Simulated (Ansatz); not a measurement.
# AlClFH: the cost of one run

All numbers below are computed with Ansatz 0.2.0 (RKS PBE/def2-SVPD).

### Step 1. The structure to begin with

Bond lengths: Al1–F2 1.690 Å, Al1–H3 1.560 Å, Al1–Cl4 2.230 Å. Angles: F2–Al1–H3 120.0°, F2–Al1–Cl4 120.0°, H3–Al1–Cl4 120.0°.

As a file:

```xyz
4

Al    0.0000    0.0000    0.0000
F     0.0000    0.0000    1.6900
H     1.3510    0.0000   -0.7800
Cl   -1.9312    0.0000   -1.1150
```

### Step 2. Preparing the start

Input file input.yaml:

```yaml
crystal:
  periodic: [false, false, false]
  atoms:
    - { symbol: Al, position_ang: [0.0, 0.0, 0.0] }
    - { symbol: F, position_ang: [0.0, 0.0, 1.69] }
    - { symbol: H, position_ang: [1.351, 0.0, -0.78] }
    - { symbol: Cl, position_ang: [-1.9312, 0.0, -1.115] }
basis:
  gaussian: { orbitals: def2-SVPD }
hamiltonian:
  xc: pbe
relax:
  f_tol: 0.02
  max_steps: 40
```

Started as:

```bash
$ ansatz run input.yaml --threads 2 --pin off --max-ram 3072MiB --backend cpu --events-out ev --progress --plain --runs-dir out
```

What time and memory should one allow on 2 threads of Arm Neoverse V1, shared host?

About 4.7 s, with a peak of 0.13 GiB.
